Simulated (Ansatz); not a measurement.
**[SiPH4]− (SMILES [SiH2-]P): levels of theory compared**

Wanted: a comparison of 6 runs (CAM-B3LYP/STO-3G, HSE06/STO-3G, SVWN5/STO-3G, UB3LYP/STO-3G, UPBE/STO-3G, r2SCAN/STO-3G) of [SiPH4]−. 

The calculation is run with Ansatz 0.2.0.

## 1. Starting point

[SiPH4]−: 6 atoms, total charge -1, spin state singlet. SMILES: `[SiH2-]P`. The H5–P2 distance was set to 1.719 Å, away from the relaxed value.

Bond lengths: Si1–P2 2.225 Å, Si1–H3 1.503 Å, Si1–H4 1.503 Å, P2–H6 1.375 Å. Angles: Si1–P2–H6 94.1°, P2–Si1–H3 96.4°, P2–Si1–H4 96.5°, H3–Si1–H4 96.7°. A long bond or contact: P2–H5 1.719 Å.

## 2. A single-point energy at CAM-B3LYP/STO-3G (run 1)

Contents of input.yaml:

```yaml
crystal:
  periodic: [false, false, false]
  atoms:
    - symbol: Si
      position_ang: [0.166986, -1.143369, 0.125493]
    - symbol: P
      position_ang: [-0.545894, 0.947861, 0.390713]
    - symbol: H
      position_ang: [-0.577754, -1.724109, 1.294973]
    - symbol: H
      position_ang: [-0.832744, -1.531629, -0.927747]
    - symbol: H
      position_ang: [0.407400, 1.565440, -0.899820]
    - symbol: H
      position_ang: [0.428686, 1.268211, 1.306953]
basis:
  gaussian:
    orbitals: STO-3G
hamiltonian:
  xc: {name: CAM-B3LYP}
total_charge: -1
accuracy: high
```

Command:

```console
$ ansatz run input.yaml --threads 1 --pin off --max-ram 2610MiB --events-out events.jsonl --progress --plain --runs-dir runs
```

Standard output:

```text
Warning: RAYON_NUM_THREADS=1 ignored (pool sized by the plan → 1); use --threads N
Functional definition: CAM-B3LYP
  name "CAM-B3LYP"
  parameter alpha = 0.19
  parameter beta = 0.46
  parameter omega = 0.33/bohr
  parameter ac = 0.81
  exchange = (1 - alpha - beta)*b88_x + beta*b88_x_sr(omega) + alpha*exact_x + beta*exact_x_lr(omega)
  correlation = (1 - ac)*vwn5_c + ac*lyp_c
393 factors; integrals over basis functions are off by at most 7.6e-9 eV
173 factors; integrals over basis functions are off by at most 1.5e-9 eV
mean field evaluation 1: about -17026.9796 eV, gradient 1.4e1 eV
mean field evaluation 2: about -17027.6246 eV, gradient 8.0e0 eV
mean field evaluation 4: about -17027.9013 eV, gradient 1.4e-1 eV
mean field evaluation 8: about -17027.8631 eV, gradient 5.4e-4 eV
mean field evaluation 16: about -17027.8631 eV, gradient 6.4e-8 eV
mean field -17027.86307171 eV, -625.7624259853 hartree, gradient 6.4e-8 eV, S^2 0.000000; 0 other end points of the search recorded, 0 dependent functions left out
reference -17027.86308587 eV, -625.7624265056 hartree; 17, 17 occupied and 5, 5 virtual orbitals, 393 factors
Total energy: -17027.86308587 eV, -625.7624265056 hartree
```

Wall time 1.1 s (1 thread of AMD EPYC 9R14 (Zen 4), shared host); peak memory 0.12 GiB.

## 3. The energy at HSE06/STO-3G (run 2)

Contents of job.yaml:

```yaml
crystal:
  periodic: [false, false, false]
  atoms:
    - {symbol: Si, position_ang: [0.166986, -1.143369, 0.125493]}
    - {symbol: P, position_ang: [-0.545894, 0.947861, 0.390713]}
    - {symbol: H, position_ang: [-0.577754, -1.724109, 1.294973]}
    - {symbol: H, position_ang: [-0.832744, -1.531629, -0.927747]}
    - {symbol: H, position_ang: [0.407400, 1.565440, -0.899820]}
    - {symbol: H, position_ang: [0.428686, 1.268211, 1.306953]}
basis:
  gaussian:
    orbitals: STO-3G
total_charge: -1
magnetization:
  spin_polarized: false
hamiltonian:
  xc: {name: HSE06}
accuracy: high
```

Command:

```console
$ ansatz run job.yaml --threads 1 --pin off --max-ram 2610MiB --events-out events.jsonl --progress --plain --runs-dir runs
```

Standard output:

```text
Warning: RAYON_NUM_THREADS=1 ignored (pool sized by the plan → 1); use --threads N
Functional definition: HSE06
  name "HSE06"
  parameter a = 0.25
  parameter omega = 0.11/bohr
  exchange = pbe_x - a*pbe_x_sr(omega) + a*exact_x_sr(omega)
  correlation = pbe_c
393 factors; integrals over basis functions are off by at most 7.6e-9 eV
63 factors; integrals over basis functions are off by at most 2.3e-9 eV
mean field evaluation 1: about -17020.6641 eV, gradient 1.7e1 eV
mean field evaluation 2: about -17020.5834 eV, gradient 1.8e1 eV
mean field evaluation 4: about -17022.0383 eV, gradient 2.7e-1 eV
mean field evaluation 8: about -17022.0061 eV, gradient 1.1e-2 eV
mean field evaluation 16: about -17022.0061 eV, gradient 3.1e-8 eV
mean field -17022.00608972 eV, -625.5471858670 hartree, gradient 2.9e-8 eV, S^2 0.000000; 0 other end points of the search recorded, 0 dependent functions left out
reference -17022.00609165 eV, -625.5471859381 hartree; 17, 17 occupied and 5, 5 virtual orbitals, 393 factors
Total energy: -17022.00609165 eV, -625.5471859381 hartree
```

Run time: 0.99 s. Hardware: 1 thread of AMD EPYC 9R14 (Zen 4), shared host; peak memory 0.12 GiB.

Runs 3 to 4 aren't shown in full; the table further down has their settings and results.

## 4. A single-point energy at UPBE/STO-3G (run 5)

Contents of molecule.yaml:

```yaml
crystal:
  periodic: [false, false, false]
  atoms:
    - symbol: Si
      position_ang: [0.166986, -1.143369, 0.125493]
    - symbol: P
      position_ang: [-0.545894, 0.947861, 0.390713]
    - symbol: H
      position_ang: [-0.577754, -1.724109, 1.294973]
    - symbol: H
      position_ang: [-0.832744, -1.531629, -0.927747]
    - symbol: H
      position_ang: [0.407400, 1.565440, -0.899820]
    - symbol: H
      position_ang: [0.428686, 1.268211, 1.306953]
basis:
  gaussian:
    orbitals: STO-3G
total_charge: -1
magnetization:
  spin_polarized: true
hamiltonian:
  xc: {name: PBE}
accuracy: high
```

Command:

```console
$ ansatz run molecule.yaml --threads 1 --pin off --max-ram 2610MiB --events-out events.jsonl --progress --plain --runs-dir runs
```

Standard output:

```text
Warning: RAYON_NUM_THREADS=1 ignored (pool sized by the plan → 1); use --threads N
Functional definition: PBE
  name "PBE"
  parameter kappa = 0.804
  parameter beta = 0.06672455060314922
  exchange = pbe_x(kappa = kappa, mu = beta*pi^2/3)
  correlation = pbe_c(beta = beta)
393 factors; integrals over basis functions are off by at most 7.6e-9 eV
mean field evaluation 1: about -17017.7377 eV, gradient 1.6e1 eV
mean field evaluation 2: about -17015.7171 eV, gradient 2.1e1 eV
mean field evaluation 4: about -17019.8531 eV, gradient 5.4e-1 eV
mean field evaluation 8: about -17019.8012 eV, gradient 1.8e-2 eV
mean field evaluation 16: about -17019.8012 eV, gradient 8.9e-8 eV
mean field -17019.80120391 eV, -625.4661578080 hartree, gradient 8.8e-8 eV, S^2 0.000000; 0 other end points of the search recorded, 0 dependent functions left out
reference -17019.80120584 eV, -625.4661578791 hartree; 17, 17 occupied and 5, 5 virtual orbitals, 393 factors
Total energy: -17019.80120584 eV, -625.4661578791 hartree
```

Run time: 1.4 s. Hardware: 1 thread of AMD EPYC 9R14 (Zen 4), shared host; peak memory 0.15 GiB.

## 5. The energy at r2SCAN/STO-3G (run 6)

Contents of in.yaml:

```yaml
crystal:
  periodic: [false, false, false]
  atoms:
    - {symbol: Si, position_ang: [0.166986, -1.143369, 0.125493]}
    - {symbol: P, position_ang: [-0.545894, 0.947861, 0.390713]}
    - {symbol: H, position_ang: [-0.577754, -1.724109, 1.294973]}
    - {symbol: H, position_ang: [-0.832744, -1.531629, -0.927747]}
    - {symbol: H, position_ang: [0.407400, 1.565440, -0.899820]}
    - {symbol: H, position_ang: [0.428686, 1.268211, 1.306953]}
basis:
  gaussian: {orbitals: STO-3G}
total_charge: -1
hamiltonian: {xc: r2scan}
accuracy: high
```

Command:

```console
$ ansatz run in.yaml --threads 1 --pin off --max-ram 2610MiB --events-out events.jsonl --progress --plain --runs-dir runs
```

Standard output:

```text
Warning: RAYON_NUM_THREADS=1 ignored (pool sized by the plan → 1); use --threads N
Functional definition: r2SCAN
  name "r2SCAN"
  parameter k0 = 0.174
  parameter k1 = 0.065
  parameter a1 = 4.9479
  exchange = r2scan_x(k0 = k0, k1 = k1, a1 = a1)
  correlation = r2scan_c
393 factors; integrals over basis functions are off by at most 7.6e-9 eV
mean field evaluation 1: about -17026.1909 eV, gradient 2.0e1 eV
mean field evaluation 2: about -17025.1805 eV, gradient 2.4e1 eV
mean field evaluation 4: about -17027.9809 eV, gradient 5.3e-1 eV
mean field evaluation 8: about -17027.9302 eV, gradient 2.3e-2 eV
mean field evaluation 16: about -17027.9302 eV, gradient 3.9e-8 eV
mean field -17027.93016079 eV, -625.7648914635 hartree, gradient 3.7e-8 eV, S^2 0.000000; 0 other end points of the search recorded, 0 dependent functions left out
reference -17027.93016123 eV, -625.7648914797 hartree; 17, 17 occupied and 5, 5 virtual orbitals, 393 factors
Total energy: -17027.93016123 eV, -625.7648914797 hartree
```

It took 1.7 s on 1 thread of AMD EPYC 9R14 (Zen 4), shared host; peak memory 0.16 GiB.

## 6. The series

| run | level | energy (Eh) | wall time |
| --- | --- | --- | --- |
| 1 | CAM-B3LYP/STO-3G | -625.762427 | 1.1 s |
| 2 | HSE06/STO-3G | -625.547186 | 0.99 s |
| 3 | SVWN5/STO-3G | -623.277209 | 0.56 s |
| 4 | UB3LYP/STO-3G | -625.821931 | 1.6 s |
| 5 | UPBE/STO-3G | -625.466158 | 1.4 s |
| 6 | r2SCAN/STO-3G | -625.764891 | 1.7 s |

## 7. Summary of results

| quantity | value |
| --- | --- |
| run 6: total energy | -625.76489 Eh |

What this shows: Totals of different functionals can't be ranked against each other. In runs 1, 2, 3, 4, 5, 6 the basis is minimal, so the values are rough. All runs together took 7.3 s, the longest 1.7 s.
